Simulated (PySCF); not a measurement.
## Nonlinear optical response: `CCCCCCl`, C5H11Cl

Cartesian coordinates in Å; atom numbers follow the order of the lines, from 1:
```xyz
17

C     2.1552    0.3512   -0.1217
C     0.8800   -0.1050    0.5688
C    -0.3848    0.3302   -0.1576
C    -1.6630   -0.1364    0.5218
C    -2.9364    0.3291   -0.1509
Cl   -3.1211    2.1132   -0.0929
H     2.2285   -0.0627   -1.1403
H     3.0527    0.0349    0.4309
H     2.1882    1.4488   -0.2114
H     0.8557    0.2879    1.6006
H     0.8848   -1.2050    0.6695
H    -0.4060    1.4302   -0.2388
H    -0.3633   -0.0497   -1.1956
H    -1.6925   -1.2409    0.5469
H    -1.6734    0.1958    1.5739
H    -3.8264   -0.0898    0.3375
H    -2.9584    0.0485   -1.2139
```

Computed with quadratic response CAM-B3LYP/def2-TZVPD first hyperpolarisability, Taylor convention, gas phase in PySCF. Geometry: PBE0-D3(BJ)/def2-SVP.

Q: Give β for the processes computed.

A: In au, Taylor convention; the vector part is βᵢ = ⅓ Σⱼ (βᵢⱼⱼ + βⱼᵢⱼ + βⱼⱼᵢ); β∥ is 3/5 of the vector part along the dipole, the dipole points from − to +:
| process | λ (nm) | β vector norm | β∥ | β HRS | depolarisation ratio |
| --- | --- | --- | --- | --- | --- |
| static β(0;0,0) | ∞ | 23.7 | 13.2 | 13.7 | 2.57 |
| second harmonic β(−2ω;ω,ω) | 1907 | 24.4 | 13.6 | 14.2 | 2.56 |
| Pockels β(−ω;ω,0) | 1907 | 23.9 | 13.3 | – | – |
| second harmonic β(−2ω;ω,ω) | 1064 | 26.3 | 14.7 | 15.4 | 2.54 |
| Pockels β(−ω;ω,0) | 1064 | 24.5 | 13.7 | – | – |

Q: Which lowest excitations, dipole and polarisabilities go with it?

A: S1 7.18 eV (f = 0.003); S2 7.28 eV (f = 0.004); S3 7.75 eV (f = 0.014); dipole 2.09 D; isotropic α 78.5 au static, 78.7 au at 1907 nm, 79.1 au at 1064 nm, 79.2 au at 953.5 nm, 80.8 au at 532 nm.
